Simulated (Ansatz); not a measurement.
Relaxation of BH$_{5}$O (7 atoms, charge 0, multiplicity 1), to a largest force component of 0.03 eV/Å in at most 50 steps.

Level of theory: RKS r2SCAN/def2-SVP in Ansatz 0.2.0.

```xyz
7
Properties=species:S:1:pos:R:3:forces:R:3
B 0.038 0.317 -0.028 0.06 -0.48 -0.16
H -0.065 0.350 1.167 -0.04 0.21 0.25
H 1.112 0.505 -0.535 -0.01 -0.01 0.01
H -0.958 0.217 -0.701 0.01 -0.01 0.01
O 0.180 -2.179 0.660 -0.11 0.97 0.36
H -0.732 -2.396 0.418 0.00 0.01 0.00
H 0.061 -1.502 1.368 0.10 -0.69 -0.47
```

Question: Where does it end, and by what steps?

Answer: The run converged. After 8 steps the energy has fallen by 0.636 eV; H7 moved furthest, 0.64 Å. Joined: B1–O5 (2.59 → 1.69 Å).

| step | energy less start (eV) | largest force component (eV/Å) | accepted |
| --- | --- | --- | --- |
| 0 | 0.0000 | 0.966 | yes |
| 1 | -0.1051 | 1.721 | yes |
| 2 | -0.2878 | 2.054 | yes |
| 3 | -0.4906 | 2.507 | yes |
| 4 | -0.6035 | 0.234 | yes |
| 5 | -0.6148 | 0.243 | yes |
| 6 | -0.6347 | 0.044 | yes |
| 7 | -0.6359 | 0.062 | yes |
| 8 | -0.6363 | 0.012 | yes |

```xyz
7
Properties=species:S:1:pos:R:3
B -0.019 -0.014 0.063
H -0.395 0.485 1.114
H 1.138 0.211 -0.233
H -0.817 0.044 -0.853
O 0.015 -1.673 0.402
H -0.876 -1.932 0.685
H 0.587 -1.808 1.172
```

Whether the end is a true minimum wasn't checked by a vibrational analysis.

Time of the run: 16 s on 1 thread of Arm Neoverse V1, on a shared host, peak memory 0.11 GiB.
